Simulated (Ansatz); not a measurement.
Cartesian coordinates (Å):
```xyz
3

O      0.0063     0.4007     0.0000
H      0.7538    -0.2123     0.0000
H     -0.7601    -0.1885     0.0000
```
Charge 0, multiplicity 1.

Computed with frozen-core CCSD(T)/cc-pVTZ // B3LYP-D3(BJ)/def2-SVP in Ansatz (a first-principles code).

| Quantity | Value |
|---|---|
| HF energy | -76.05626 Ha |
| MP2 correlation energy | -0.26229 Ha |

Question: Estimate the CCSD correlation energy, the (T) correction, the total energy and the T1 diagnostic.

Answer: 
```json
{
 "CCSD correlation energy": "-0.26812 Ha",
 "(T) correction": "-0.00774 Ha",
 "CCSD(T) total energy": "-76.33212 Ha",
 "T1 diagnostic": "0.007"
}
```
